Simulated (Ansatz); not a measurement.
The input, for Ansatz 0.2.0:

```yaml
crystal:
  periodic: [false, false, false]
  atoms:
    - {symbol: Al, position_ang: [0.000000, 0.011798, 0.646669]}
    - {symbol: C, position_ang: [0.000000, -0.146792, -1.197008]}
    - {symbol: H, position_ang: [0.000000, 1.433357, -3.047040]}
basis:
  gaussian: {orbitals: 6-31G}
magnetization: {spin_polarized: true, initial_magnetization: 0}
hamiltonian: {xc: {name: B3LYP}}
```

```sh
$ ansatz run in.yaml --threads 1 --pin off --events-out ev --progress --plain --max-ram 2393MiB
```

The program prints:

```
297 factors; integrals over basis functions are off by at most 1.4e-4 eV
mean field evaluation 1: about -7623.5610 eV, gradient 4.9e1 eV
mean field evaluation 2: about -7570.2103 eV, gradient 6.4e1 eV
mean field evaluation 4: about -7613.6986 eV, gradient 6.0e1 eV
mean field evaluation 8: about -7639.9385 eV, gradient 9.6e-2 eV
mean field evaluation 16: about -7640.0742 eV, gradient 8.7e-1 eV
mean field evaluation 32: about -7641.0941 eV, gradient 5.9e-2 eV
mean field evaluation 64: about -7641.0685 eV, gradient 3.5e-1 eV
mean field evaluation 96: about -7640.6377 eV, gradient 9.4e-1 eV
mean field evaluation 128: about -7639.9714 eV, gradient 3.5e0 eV
mean field evaluation 160: about -7641.0300 eV, gradient 1.3e-1 eV
mean field evaluation 192: about -7640.5328 eV, gradient 7.2e-1 eV
mean field -7641.09528061 eV, -280.8050722420 hartree, gradient 2.8e-6 eV, S^2 1.714390; 13 other end points of the search recorded, 0 dependent functions left out
reference -7641.09548897 eV, -280.8050798990 hartree; 10, 10 occupied and 14, 14 virtual orbitals, 297 factors
Total energy: -7641.09548897 eV, -280.8050798990 hartree
```

Ran on 1 thread of Intel Xeon Platinum 8259CL, shared host: 8 s wall, 0.16 GiB peak host memory.
